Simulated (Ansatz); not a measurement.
Input file:

```yaml
crystal:
  periodic: [false, false, false]
  atoms:
    - {symbol: Al, position_ang: [0.000000, 0.000000, 0.105100]}
    - {symbol: C, position_ang: [0.000000, 0.000000, -1.811100]}
    - {symbol: H, position_ang: [0.000000, 0.000000, 1.706000]}
basis:
  gaussian: {orbitals: cc-pVDZ}
total_charge: 1
magnetization: {spin_polarized: false, initial_magnetization: 1}
correlation: {method: ccsdtq, electrons: outside_noble_gas}
```

```sh
$ ansatz run in.yaml --threads 2 --pin off --events-out ev --progress --plain --max-ram 47616MiB --backend cuda --devices 0, --max-vram 37GiB
```

Output:

```
662 factors; integrals over basis functions are off by at most 2.1e-7 eV
mean field evaluation 1: about -7615.4017 eV, gradient 1.3e1 eV
mean field evaluation 2: about -7615.4022 eV, gradient 1.3e1 eV
mean field evaluation 4: about -7616.0937 eV, gradient 1.5e0 eV
mean field evaluation 8: about -7616.1047 eV, gradient 3.3e-4 eV
mean field evaluation 16: about -7616.1044 eV, gradient 1.7e-1 eV
mean field evaluation 32: about -7613.0095 eV, gradient 1.1e-3 eV
mean field evaluation 64: about -7613.0078 eV, gradient 1.1e-6 eV
mean field evaluation 96: about -7616.0528 eV, gradient 2.1e0 eV
mean field evaluation 128: about -7600.3284 eV, gradient 3.9e1 eV
mean field evaluation 160: about -7600.2829 eV, gradient 8.1e-2 eV
...
cycle  17  -4.30719267 eV  change    3.2e-5 eV  update   2.9e-5
cycle  18  -4.30718117 eV  change    1.2e-5 eV  update   1.8e-5
cycle  19  -4.30719238 eV  change   -1.1e-5 eV  update   1.5e-5
cycle  20  -4.30720713 eV  change   -1.5e-5 eV  update   9.4e-6
cycle  21  -4.30721259 eV  change   -5.5e-6 eV  update   5.1e-6
cycle  22  -4.30721332 eV  change   -7.3e-7 eV  update   3.1e-6
cycle  23  -4.30721282 eV  change    5.0e-7 eV  update   2.4e-6
cycle  24  -4.30721237 eV  change    4.4e-7 eV  update   2.0e-6
cycle  25  -4.30721235 eV  change    2.3e-8 eV  update   1.4e-6
cycle  26  -4.30721289 eV  change   -5.4e-7 eV  update   7.9e-7
Total energy: -7620.41189385 eV, -280.0449717984 hartree
```

For the same geometry and basis full CI lies 0.4 meV lower.

Ran on 2 threads of AMD EPYC 7R13 with a shared H100 80 GB, shared host: 29 s wall, 0.86 GiB peak host memory.
